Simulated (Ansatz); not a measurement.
Compare A (`F[CH]CCF`•) with its isomer B (`[CH2]CC(F)F`•).

Gas-phase electronic energies from Ansatz, PBE0-D4/def2-TZVP geometries. CCSD(T)/CBS adds triple-zeta CCSD(T) − MP2 to the extrapolated MP2 energy (def2 sets, frozen cores). DFT in def2-TZVPP. B3LYP here is the variant with VWN-RPA as its local correlation; programs differ in this. No spin–orbit coupling; open shells (•) take unrestricted orbitals. One conformer a species, not always the lowest.

Problem. Which is lower in electronic energy at CCSD(T)/CBS, and by how much? (Estimate.)

Solution. Ansatz gave: B, by 7.9 kcal/mol.

Problem. Give E(B) − E(A) in kcal/mol with PBE0-D4, PBE-D4, LDA (SPW92), B3LYP-D4, CCSD/def2-TZVPP, ωB97M-V, CCSD(T)/def2-SVP. (An estimate is asked.)

Solution. Ansatz gave: PBE0-D4 -7.2, PBE-D4 -6.2, LDA (SPW92) -6.8, B3LYP-D4 -6.5, CCSD/def2-TZVPP -8.4, ωB97M-V -7.8, CCSD(T)/def2-SVP -9.1. None reverses the order clearly.

Problem. Does the order hold for the free energy at 298.15 K (harmonic terms from PBE0-D4)? (Estimate.)

Solution. The calculation gave: Yes: G(B) − G(A) = -8.7 kcal/mol, for one conformer each.

Largest T1 diagnostic: 0.013.

From BLYP to BHLYP (50 % exact exchange), in def2-TZVPP and without D4, E(B) − E(A) moves by −2.2 kcal/mol. At CCSD(T), def2-SVP lies −1.1 kcal/mol from the extrapolated value and def2-TZVPP −0.3 kcal/mol.
